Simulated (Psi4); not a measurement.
**UHSE06/def2-SVPD run of SiH2SCl (SMILES S[SiH]Cl)**

What is the energy change on altering one bond length of SiH2SCl at UHSE06/def2-SVPD? 

Program for the calculation: Psi4 1.11.

**1. Starting point**

SiH2SCl has 5 atoms, charge 0, and is taken as a doublet. As SMILES, `S[SiH]Cl`. The coordinates come from a PBE0-D4/def2-TZVP relaxation. This is one conformer, not always the lowest.

Bond lengths: S1–Si2 2.132 Å, Si2–Cl3 2.053 Å, S1–H4 1.346 Å, Si2–H5 1.494 Å. Angles: S1–Si2–Cl3 106.0°, S1–Si2–H5 111.3°, Cl3–Si2–H5 107.7°, Si2–S1–H4 92.6°.

**2. Energy and gradient at UHSE06/def2-SVPD**

job.dat reads:

```
memory 1.6 GB

molecule {
  0 2
  S     -1.489500     0.144700    -0.110400
  Si     0.633500     0.085900    -0.296400
  Cl     1.324100     1.826800     0.545500
  H     -1.633000    -1.077000    -0.655900
  H      1.214800    -1.053900     0.475800
  symmetry c1
  no_reorient
  no_com
}

set {
  basis def2-SVPD
  reference uks
  puream true
  e_convergence 1e-09
  d_convergence 1e-08
  scf_type pk
  dft_radial_points 99
  dft_spherical_points 590
  maxiter 200
}

E, wfn = gradient("hse06", return_wfn=True)
oeprop(wfn, "WIBERG_LOWDIN_INDICES", "MULLIKEN_CHARGES", "LOWDIN_CHARGES")
print_variables()
```

Command:

```
psi4 -i job.dat -o job.out -n 1
```

job.out, cut to the lines that bear on the results:

```text
[...]
  Running in c1 symmetry.
[...]
  Nuclear repulsion =  182.303621320240268
[...]
  Multiplicity = 2
[...]
  Nalpha       = 25
  Nbeta        = 24
[...]
    Number of basis functions: 94
[...]
   @UKS iter   1: -1148.34750471357711   -6.45491e-02   3.35324e-03 DIIS/ADIIS
[...]
   @UKS iter  12: -1148.40662999040114   -8.18545e-12   9.46619e-09 DIIS
[...]
   @S^2 Observed:                7.528572837E-01
[...]
    Orbital Energies [Eh]
    ---------------------
    Alpha Occupied:
       1A   -101.690936     2A    -89.025982     3A    -66.303247
       4A     -9.533400     5A     -8.017010     6A     -7.270593
       7A     -7.264955     8A     -7.264194     9A     -5.957024
      10A     -5.954935    11A     -5.949969    12A     -5.382381
      13A     -3.721331    14A     -3.719861    15A     -3.716819
      16A     -0.852246    17A     -0.762507    18A     -0.534548
      19A     -0.438952    20A     -0.404046    21A     -0.375521
      22A     -0.357644    23A     -0.330202    24A     -0.296771
      25A     -0.218923
    Alpha Virtual:
[...]
  @UKS Final Energy: -1148.40662999040114
   => Energetics <=
    Nuclear Repulsion Energy =            182.3036213202402678
    One-Electron Energy =               -1950.0267310945889676
    Two-Electron Energy =                 676.8762322786462846
    DFT Exchange-Correlation Energy =     -57.5597524946987136
    Empirical Dispersion Energy =           0.0000000000000000
    VV10 Nonlocal Energy =                  0.0000000000000000
    Total Energy =                      -1148.4066299904011430
[...]
 Multipole Moments:
 ------------------------------------------------------------------------------------
     Multipole            Electronic (a.u.)      Nuclear  (a.u.)        Total (a.u.)
 ------------------------------------------------------------------------------------
 L = 1.  Multiply by 2.5417464519 to convert [e a0] to [Debye]
 Dipole X            :        -13.5369242           13.4709127           -0.0660115
 Dipole Y            :        -61.9863340           61.3074398           -0.6788942
 Dipole Z            :         -6.2562342            6.0044158           -0.2518184
 Magnitude           :                                                    0.7270951
[...]
  -Total Gradient:
     Atom            X                  Y                   Z
    ------   -----------------  -----------------  -----------------
       1        0.004963573864    -0.004026393601    -0.002451347070
       2       -0.002158102046     0.006929091668     0.006571678766
       3       -0.003281333499    -0.008619060975    -0.004452507189
       4        0.001185740791     0.004173007708     0.001799959057
       5       -0.000712185809     0.001541436052    -0.001465504091
[...]
  Mulliken Charges: (a.u.)
   Center  Symbol    Alpha    Beta     Spin     Total
       1     S     8.31192  8.19008  0.12184 -0.50199
       2    SI     7.08982  6.32836  0.76145  0.58182
       3    CL     8.75596  8.70142  0.05454 -0.45737
       4     H     0.35405  0.36331 -0.00925  0.28264
       5     H     0.48826  0.41684  0.07142  0.09491
   Total alpha = 25.00000, Total beta = 24.00000, Total charge =  0.00000
  Lowdin Charges: (a.u.)
   Center  Symbol    Alpha    Beta     Spin     Total
       1     S     7.97584  7.80947  0.16638  0.21469
[...]
```

It took 53 s on 1 thread of Intel Xeon at 2.60GHz (Ice Lake), shared host; peak memory 0.76 GiB.

**3. The distorted shape: the energy at UHSE06/def2-SVPD**

input.inp reads:

```
memory 1600 MB

molecule m {
  0 2
  S     -1.576693     0.315667    -0.226228
  Si     0.546307     0.256867    -0.412228
  Cl     1.236907     1.997767     0.429672
  H     -1.720193    -0.906033    -0.771728
  H      1.214800    -1.053900     0.475800
  symmetry c1
}

set basis def2-SVPD
set reference uks
set puream true
set e_convergence 1e-09
set d_convergence 1e-08
set scf_type pk
set dft_radial_points 99
set dft_spherical_points 590
set maxiter 200

energy_value, wavefunction = energy("hse06", return_wfn=True)
oeprop(wavefunction, "MAYER_INDICES", "QUADRUPOLE", "MULLIKEN_CHARGES")
```

Command:

```
psi4 input.inp input.out -n 1
```

input.out, cut to the lines that bear on the results:

```text
[...]
  Running in c1 symmetry.
[...]
  Nuclear repulsion =  181.326304209113744
[...]
  Multiplicity = 2
[...]
  Nalpha       = 25
  Nbeta        = 24
[...]
    Number of basis functions: 94
[...]
   @UKS iter   1: -1148.33719637107197   -1.03586e-01   3.36341e-03 ADIIS/DIIS
[...]
   @UKS iter  14: -1148.39622501949884   -1.36424e-12   5.76439e-09 DIIS
[...]
   @S^2 Observed:                7.542641361E-01
[...]
  @UKS Final Energy: -1148.39622501949884
   => Energetics <=
    Nuclear Repulsion Energy =            181.3263042091137436
    One-Electron Energy =               -1947.9595820031272524
    Two-Electron Energy =                 675.7616747468377980
    DFT Exchange-Correlation Energy =     -57.5246219723230183
    Empirical Dispersion Energy =           0.0000000000000000
    VV10 Nonlocal Energy =                  0.0000000000000000
    Total Energy =                      -1148.3962250194988428
[...]
 Multipole Moments:
 ------------------------------------------------------------------------------------
     Multipole            Electronic (a.u.)      Nuclear  (a.u.)        Total (a.u.)
 ------------------------------------------------------------------------------------
 L = 1.  Multiply by 2.5417464519 to convert [e a0] to [Debye]
 Dipole X            :          1.5782742           -1.7149851           -0.1367109
 Dipole Y            :          3.9655377           -4.5376046           -0.5720668
 Dipole Z            :          0.3521320           -0.6437285           -0.2915965
 Magnitude           :                                                    0.6564898
 L = 2.  Multiply by 1.3450342976 to convert [e a0^2] to [Debye ang]
 Quadrupole XX       :       -295.3332227          265.1068411          -30.2263816
 Quadrupole XY       :       -119.9359077          121.0242694            1.0883617
[...]
  Mulliken Charges: (a.u.)
   Center  Symbol    Alpha    Beta     Spin     Total
       1     S     8.31068  8.18624  0.12443 -0.49692
       2    SI     7.03617  6.35050  0.68568  0.61333
       3    CL     8.75338  8.69620  0.05717 -0.44958
       4     H     0.35205  0.36090 -0.00885  0.28704
       5     H     0.54772  0.40615  0.14157  0.04613
   Total alpha = 25.00000, Total beta = 24.00000, Total charge = -0.00000
  Mayer Bond Indices:
  Total Bond Index:
[...]
```

Wall time 48 s (1 thread of Intel Xeon at 2.60GHz (Ice Lake), shared host); peak memory 0.77 GiB.

**4. What came out**

At UHSE06/def2-SVPD:

| quantity | value |
| --- | --- |
| first shape: total energy | -1148.40663 Eh |
| first shape: dipole moment | 1.85 D |
| first shape: HOMO energy (highest over α and β) | -5.96 eV |
| first shape: LUMO energy (lowest over α and β) | -3.31 eV |
| first shape: ⟨S²⟩ | 0.753 |
| first shape: largest force on an atom | 0.527 eV/Å |
| distorted shape: total energy | -1148.39623 Eh |
| distorted shape: dipole moment | 1.67 D |
| distorted shape: HOMO energy (highest over α and β) | -6.04 eV |
| distorted shape: LUMO energy (lowest over α and β) | -3.49 eV |
| distorted shape: ⟨S²⟩ | 0.754 |
| energy change with the Si2–H5 bond stretched from 1.494 to 1.719 Å | 0.283 eV |

What this shows: With the Si2–H5 bond stretched from 1.494 to 1.719 Å the energy rises by 0.28 eV (6.5 kcal/mol). The first shape isn't relaxed at this level, so the change isn't measured from a minimum. The largest force (first shape) is 0.53 eV/Å: the shape isn't a stationary point for this species at this level. Mulliken charges (distorted shape) run from -0.50 on S1 to +0.61 on Si2; in a basis this large or diffuse they mean little.
